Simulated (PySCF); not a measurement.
formamide cation (CH₃NO), SMILES C(=O)N (connectivity only; charge and spin as stated), charge +1, multiplicity 2. Geometry: PBE-D3(BJ)/def2-TZVP. The multiplicity is an assumed one; other spin states were not compared. The values are those of a single conformer.

Computed with PBE-D3(BJ)/def2-TZVP (PySCF).

Harmonic wavenumbers (cm⁻¹): 468, 542, 684, 889, 1047, 1154, 1279, 1577, 1623, 2831, 3421, 3534. Rotational constants (GHz): 77.03, 11.10, 9.703; symmetry number 1.

**Question.** Work out the zero-point energy and the ideal-gas rigid-rotor harmonic-oscillator thermochemistry at 298.15 K and 1 atm.

**Answer.** ZPE = ½ Σ hcν = ½ × 19050 cm⁻¹ = 27.23 kcal/mol. H − E(el) = 30.04 kcal/mol. Entropy in cal/(mol K): translation 37.34, rotation 21.19, vibration 1.95, spin 1.38, total 61.85. G − E(el) = 11.59 kcal/mol. Cp = 12.63 cal/(mol K).
